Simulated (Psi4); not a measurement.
# S2 (SMILES S=S): UCCSD/cc-pVTZ

Aim: the vertical ionisation energy of S2 at UCCSD/cc-pVTZ, from 2 runs. 

Program for the calculation: Psi4 1.11.

10 further runs of the same task are left out: 8 that didn't finish, 2 set aside as unsound or not needed.

### Step 1. The structure to begin with

S2: 2 atoms, total charge 0, spin state triplet. SMILES: `S=S`. The bond length is the measured one.

Bond lengths: S1–S2 1.889 Å.

### Step 2. A single-point energy at UCCSD/cc-pVTZ

job.dat

```
memory 1.6 GB

molecule molecule1 {
  0 3
  S      0.000000     0.000000     0.000000
  S      0.000000     0.000000     1.889200
  symmetry c1
  no_reorient
  no_com
}

set globals {
  basis cc-pVTZ
  reference uhf
  puream true
  e_convergence 1e-09
  d_convergence 1e-08
  scf_type pk
  num_frozen_docc 10
  maxiter 100
}

energy('ccsd')
print_variables()
```

On the command line:

```console
psi4 -n 1 job.dat job.out
```

job.out:

```text
[...]
  Running in c1 symmetry.
[...]
  Nuclear repulsion =   71.707265472962106
[...]
  Multiplicity = 3
[...]
  Nalpha       = 17
  Nbeta        = 15
[...]
    Number of basis functions: 68
[...]
   @UHF iter   1:  -795.07444870183201   -4.07243e-01   2.38393e-03 DIIS/ADIIS
[...]
   @UHF iter  11:  -795.09666326621311   -2.16005e-12   3.92587e-09 DIIS
[...]
   @S^2 Observed:                2.052162401E+00
[...]
    Orbital Energies [Eh]
    ---------------------
    Alpha Occupied:
       1A    -92.018363     2A    -92.018360     3A     -9.018329
       4A     -9.017973     5A     -6.704962     6A     -6.704962
       7A     -6.704891     8A     -6.704891     9A     -6.694850
      10A     -6.693854    11A     -1.113254    12A     -0.866389
      13A     -0.536091    14A     -0.536091    15A     -0.532571
      16A     -0.379534    17A     -0.379534
    Alpha Virtual:
      18A      0.131533    19A      0.319848    20A      0.365591
      21A      0.365591    22A      0.383768    23A      0.425940
      24A      0.425940    25A      0.431487    26A      0.446905
[...]
  @UHF Final Energy:  -795.09666326621311
   => Energetics <=
    Nuclear Repulsion Energy =             71.7072654729621064
    One-Electron Energy =               -1241.7797345546891847
    Two-Electron Energy =                 374.9758058155140930
    Total Energy =                       -795.0966632662129996
  UHF NO Occupations:
  HONO-2 :   15  A 1.9900900
  HONO-1 :   16  A 1.0000000
[...]
 Multipole Moments:
 ------------------------------------------------------------------------------------
     Multipole            Electronic (a.u.)      Nuclear  (a.u.)        Total (a.u.)
 ------------------------------------------------------------------------------------
 L = 1.  Multiply by 2.5417464519 to convert [e a0] to [Debye]
 Dipole X            :          0.0000000            0.0000000            0.0000000
 Dipole Y            :          0.0000000            0.0000000            0.0000000
 Dipole Z            :        -57.1211295           57.1211295            0.0000000
 Magnitude           :                                                    0.0000000
[...]
      * MP2 total energy                      = -795.408774065312514
[...]
      * CCSD total energy                     = -795.435799399177654
[...]
```

It took 25 s on 1 thread of AMD EPYC 7R43 (Zen 3), shared host; peak memory 0.42 GiB.

### Step 3. The doublet cation at the same level

s2.json

```json
{
  "schema_name": "qcschema_input",
  "schema_version": 1,
  "molecule": {
    "schema_name": "qcschema_molecule",
    "schema_version": 2,
    "symbols": ["S", "S"],
    "geometry": [0.0, 0.0, 0.0, 0.0, 0.0, 3.57007059],
    "molecular_charge": 1,
    "molecular_multiplicity": 2,
    "fix_symmetry": "c1"
  },
  "driver": "energy",
  "model": {
    "method": "ccsd",
    "basis": "cc-pVTZ"
  },
  "keywords": {
    "reference": "uhf",
    "puream": true,
    "e_convergence": 1e-09,
    "d_convergence": 1e-08,
    "scf_type": "pk",
    "num_frozen_docc": 10,
    "maxiter": 100
  }
}
```

On the command line:

```console
psi4 --qcschema s2.json -n 1 --memory 1600MB
```

stdout:

```text
[...]
  Running in c1 symmetry.
[...]
  Nuclear repulsion =   71.707265597793125
[...]
  Multiplicity = 2
[...]
  Nalpha       = 16
  Nbeta        = 15
[...]
    Number of basis functions: 68
[...]
   @UHF iter   1:  -794.70551821619426   -3.83127e-02   3.19291e-03 DIIS/ADIIS
[...]
   @UHF iter  11:  -794.74707320724735   -3.52429e-12   3.02658e-09 DIIS
[...]
   @S^2 Observed:                7.779104089E-01
[...]
    Orbital Energies [Eh]
    ---------------------
    Alpha Occupied:
       1A    -92.354864     2A    -92.354860     3A     -9.347348
       4A     -9.346924     5A     -7.034803     6A     -7.034734
       7A     -7.024290     8A     -7.024188     9A     -7.023891
      10A     -7.022889    11A     -1.393872    12A     -1.119949
      13A     -0.821723    14A     -0.814682    15A     -0.737125
      16A     -0.663323
    Alpha Virtual:
      17A     -0.320929    18A     -0.115529    19A      0.073721
      20A      0.121335    21A      0.121457    22A      0.148732
      23A      0.164978    24A      0.166476    25A      0.187028
[...]
  @UHF Final Energy:  -794.74707320724735
   => Energetics <=
    Nuclear Repulsion Energy =             71.7072655977931248
    One-Electron Energy =               -1231.6827860918135684
    Two-Electron Energy =                 365.2284472867730187
    Total Energy =                       -794.7470732072474675
  UHF NO Occupations:
  HONO-2 :   14  A 1.9974156
  HONO-1 :   15  A 1.9908352
[...]
 Multipole Moments:
 ------------------------------------------------------------------------------------
     Multipole            Electronic (a.u.)      Nuclear  (a.u.)        Total (a.u.)
 ------------------------------------------------------------------------------------
 L = 1.  Multiply by 2.5417464519 to convert [e a0] to [Debye]
 Dipole X            :          0.0000000            0.0000000            0.0000000
 Dipole Y            :         -0.0000000            0.0000000           -0.0000000
 Dipole Z            :         -0.0000000            0.0000000           -0.0000000
 Magnitude           :                                                    0.0000000
[...]
      * MP2 total energy                      = -795.069665854701043
[...]
      * CCSD total energy                     = -795.090294363476573
[...]
```

The result, in JSON:

```text
{
 "driver": "energy",
 "model": {
  "method": "ccsd",
  "basis": "cc-pVTZ"
 },
 "success": true,
 "return_result": -795.0902943634766,
 "properties": {
  "calcinfo_nbasis": 68,
  "calcinfo_nmo": 68,
  "calcinfo_nalpha": 16,
  "calcinfo_nbeta": 15,
  "calcinfo_natom": 2,
  "nuclear_repulsion_energy": 71.70726559779312,
  "return_energy": -795.0902943634766,
  "scf_one_electron_energy": -1231.6827860918136,
  "scf_two_electron_energy": 365.228447286773,
  "scf_dipole_moment": [1.150341316456303e-15, -3.045101316357626e-15, -3.841593709807967e-12],
  "scf_total_energy": -794.7470732072474,
  "scf_iterations": 11,
  "mp2_same_spin_correlation_energy": -0.08084744826887416,
  "mp2_opposite_spin_correlation_energy": -0.24174519918612727,
  "mp2_singles_energy": -6.9094528428518295e-28,
  "mp2_doubles_energy": -0.32259264745500144,
  "mp2_correlation_energy": -0.32259264745500144,
  "mp2_total_energy": -795.069665854701,
  "ccsd_same_spin_correlation_energy": -0.0713084131349088,
  "ccsd_opposite_spin_correlation_energy": -0.27191274309571983,
  "ccsd_singles_energy": 9.844985371762799e-18,
  "ccsd_doubles_energy": -0.34322115623062865,
  "ccsd_correlation_energy": -0.34322115623062865,
  "ccsd_total_energy": -795.0902943634766,
  "ccsd_iterations": 16
 }
}
```

It took 27 s on 1 thread of AMD EPYC 7R43 (Zen 3), shared host; peak memory 0.42 GiB.

### Step 4. Results

Level: UCCSD/cc-pVTZ, 10 core orbitals frozen.

| quantity | value |
| --- | --- |
| triplet S2: total energy | -795.43580 Eh |
| triplet S2: HOMO energy (Hartree–Fock orbitals) (highest over α and β) | -10.33 eV |
| triplet S2: LUMO energy (Hartree–Fock orbitals) (lowest over α and β) | 0.33 eV |
| triplet S2: correlation energy (10 core orbitals frozen) | -339.1 mEh |
| triplet S2: ⟨S²⟩ of the reference determinant | 2.052 |
| triplet S2: T1 diagnostic | 0.024 |
| doublet cation: total energy | -795.09029 Eh |
| doublet cation: HOMO energy (Hartree–Fock orbitals) (highest over α and β) | -18.05 eV |
| doublet cation: LUMO energy (Hartree–Fock orbitals) (lowest over α and β) | -8.73 eV |
| doublet cation: correlation energy (10 core orbitals frozen) | -343.2 mEh |
| doublet cation: ⟨S²⟩ of the reference determinant | 0.778 |
| doublet cation: T1 diagnostic | 0.027 |
| vertical ionisation energy (to the doublet cation) | 9.402 eV |

The vertical ionisation energy comes to 9.40 eV (217 kcal/mol).
